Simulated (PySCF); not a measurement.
**Frontier levels across methods**

C₅H₆.
Numbering: `[CH2:1]=[CH:2][C:3]#[C:4][CH3:5]` (hydrogens: H6, H7 on C1; H8 on C2; H9, H10, H11 on C5)

Geometry (PBE0-D3(BJ)/def2-SVP, Å), atoms numbered from 1 in this order:
```xyz
11
C5H6 angstrom
C     -2.4150    0.3804    0.9176
C     -1.5790   -0.5167    0.3739
C     -0.2001   -0.2881    0.1064
C      0.9797   -0.1162   -0.1314
C      2.3888    0.0923   -0.4132
H     -2.0735    1.3797    1.1993
H     -3.4640    0.1316    1.0932
H     -1.9633   -1.5090    0.1059
H      3.0136   -0.2133    0.4415
H      2.6013    1.1530   -0.6195
H      2.7108   -0.4933   -1.2886
```

Basis pcSseg-2 throughout (PySCF), one geometry. Geometry: PBE0-D3(BJ)/def2-SVP; no solvent, vibrations or thermal averaging.

**Question.** How do the orbital energies, the gap and the dipole change with the method?

**Answer.** 
```tsv
method	kind	HOMO (eV)	LUMO (eV)	gap (eV)	μ (D)	SCF cycles
BLYP	GGA	-5.54	-1.54	4.00	0.78	16
B97-D	GGA	-5.64	-1.58	4.06	0.77	15
KT2	GGA	-5.69	-1.64	4.04	0.79	16
OPBE	GGA	-5.69	-1.61	4.08	0.78	16
KT3	GGA	-5.70	-1.63	4.07	0.75	16
PBE	GGA	-5.71	-1.68	4.03	0.80	15
BP86	GGA	-5.79	-1.76	4.03	0.80	16
LDA	LDA	-5.88	-1.89	3.99	0.87	15
B3LYP	global hybrid	-6.52	-0.97	5.55	0.71	13
PBE0	global hybrid	-6.73	-0.76	5.97	0.71	13
mPW1PW91	global hybrid	-6.74	-0.77	5.97	0.70	13
HF	Hartree–Fock	-8.92	2.62	11.54	0.53	12
```

The HOMO spans 3.38 eV, from BLYP down to HF, and the gap runs from 3.99 eV (LDA) to 11.54 eV (HF). Over the methods BLYP (0 %), B97-D (0 %), KT2 (0 %), OPBE (0 %), KT3 (0 %), PBE (0 %), BP86 (0 %), LDA (0 %), B3LYP (20 %), PBE0 (25 %), mPW1PW91 (25 %), HF (100 %), a straight line through the gap against the share of exact exchange rises by 0.75 eV for each 10 % (correlation coefficient 1.000). The dipole ranges from 0.53 D (HF) to 0.87 D (LDA). This basis has no diffuse functions.

The vertical ΔSCF ionisation energy at CAM-B3LYP/def2-SVPD is 8.84 eV; −ε(HOMO) comes closest to it with HF (8.92 eV).
